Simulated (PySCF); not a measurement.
## Cluster of 2 × carbon disulfide (C2S4)

Made of 2 × carbon disulfide. The whole: neutral, singlet.

```csv
part,name,SMILES,atoms,charge,multiplicity
1,carbon disulfide,S=C=S,1–3,0,1
2,carbon disulfide,S=C=S,4–6,0,1
```

Coordinates in Å:
```
S1     -1.550    0.000    0.000
C2      0.000    0.000    0.000
S3      1.550    0.000    0.000
S4     -1.550    0.000    3.600
C5      0.000    0.000    3.600
S6      1.550    0.000    3.600
```

The parts are rigid, face to face. Here part 2 stands at height 3.6 Å (along z), slip 0 Å (along x) and twist 0° (about its own z axis). The slip is then varied.

These are computed values: PBE0-D3(BJ)/def2-TZVP interaction energy, counterpoise and uncorrected, gas phase (PySCF). Density fitting is used. Geometry: GFN2-xTB.

Energies in eV, cluster less frozen parts; CP is counterpoise-corrected. Electrostatic, Pauli, orbital and dispersion terms sum to the uncorrected value; Pauli holds the exchange-correlation of the frozen density too, and orbital the superposition error (at most 0.006 eV here).

| slip (Å) | CP | uncorrected | electrostatic | Pauli | orbital | dispersion |
| --- | --- | --- | --- | --- | --- | --- |
| 0 | -0.005 | -0.011 | -0.098 | 0.229 | -0.035 | -0.107 |
| 0.4 | -0.017 | -0.023 | -0.093 | 0.213 | -0.036 | -0.106 |
| 0.8 | ? | ? | ? | ? | ? | ? |
| 1.2 | -0.071 | -0.077 | -0.070 | 0.133 | -0.039 | -0.100 |
| 1.6 | -0.082 | -0.087 | -0.061 | 0.104 | -0.035 | -0.095 |
| 2 | ? | ? | ? | ? | ? | ? |
| 2.6 | -0.054 | -0.058 | -0.053 | 0.096 | -0.026 | -0.075 |
| 3.4 | -0.041 | -0.044 | -0.044 | 0.086 | -0.028 | -0.057 |

Question: Fill in the withheld rows.

Answer: 
```tsv
slip (Å)	CP	uncorrected	electrostatic	Pauli	orbital	dispersion
0.8	-0.045	-0.051	-0.083	0.175	-0.039	-0.104
2	-0.076	-0.080	-0.056	0.093	-0.029	-0.088
```

The 8 runs took 4.4 min in all, one thread each of Intel Xeon Platinum 8259CL on a shared host, launched as `OMP_NUM_THREADS=1 python cluster_run.py task.json out`.
